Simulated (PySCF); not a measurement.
**How close CCSD(T) comes to the exact answer in a basis**

Each species is computed at the geometry given (Å), with frozen cores, in PySCF 2.14.0: RHF-CCSD(T) for singlets, UHF-CCSD(T) otherwise, and full CI in the same basis. The script picks the determinant by a search with trial CCSD, so it needn't be the lowest Hartree–Fock solution. States: HAlB doublet A', AsH2⁺ singlet A1, CH4 singlet A. Cases whose determinant has another symmetry than full CI's state, or lies over 0.5 eV above the lowest of its kind, whose (Q) step broke down or whose higher cluster runs on it stay over 0.1 eV above full CI weren't drawn. No relativity is included.

Judging by size, spin and bonding and the diagnostics given, rank them by the size of CCSD(T)'s error in total energy against full CI in the same basis, smallest first (an estimate).
A. AsH₂⁺, singlet, cc-pVDZ: As 0.000 -0.019 0.000; H 0.000 0.710 -1.324; H 0.000 0.710 1.324. T1 0.013, (T) -62 meV in a correlation energy of -3.21 eV
B. CH$_{4}$, singlet, 6-31G: C 0.000 0.000 0.000; H 0.629 0.629 0.629; H -0.629 -0.629 0.629; H 0.629 -0.629 -0.629; H -0.629 0.629 -0.629. T1 0.004, (T) -44 meV in a correlation energy of -3.25 eV
C. HAlB, doublet, 6-31G: B 0.000 -0.284 2.789; Al 0.000 0.153 -1.039; H 0.000 -1.047 -2.100. T1 0.042, (T) -23 meV in a correlation energy of -2.42 eV

B (8.2 meV), C (15.2 meV), A (19.8 meV).

```tsv
species	basis	correlated electrons	CCSD(T) − full CI (meV)	CCSDT(Q) − full CI (meV)	unpaired electrons (full CI)	T1	⟨S²⟩ of the determinant
CH4, singlet	6-31G	8	8.2	0.1	0.02	0.004	0.00
HAlB, doublet	6-31G	7	15.2	–	1.14	0.042	0.83
AsH2⁺, singlet	cc-pVDZ	6	19.8	0.8	0.09	0.013	0.00
```

Unpaired electrons are Σ n²(2−n)² over natural occupations; an open shell counts its own unpaired electrons too. Frozen cores follow each run's orbitals, which moves totals by a few meV. RHF is unstable for AsH2⁺, singlet in cc-pVDZ: UHF reaches ⟨S²⟩ = 0.66. A dash: (Q) wasn't run for open shells.
